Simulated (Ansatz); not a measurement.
Input for Ansatz (development build ahead of 0.2.0):

```yaml
crystal:
  periodic: [false, false, false]
  atoms:
    - { symbol: P, position_ang: [0.0, 0.0, -0.9455] }
    - { symbol: P, position_ang: [0.0, 0.0, 0.9455] }
basis:
  gaussian: { orbitals: cc-pVTZ }
hamiltonian:
  xc: hf
correlation:
  method: mp2
  frozen_orbitals: { P: 5 }
```

The input is written out in the form of the current development build from the run's settings.

Output:

* Converged: yes
* Reference energy: -681.48983 hartree
* Correlation energy: -0.27900 hartree
* Total energy: -681.76883 hartree
* Spin squared of the determinant: 0.000
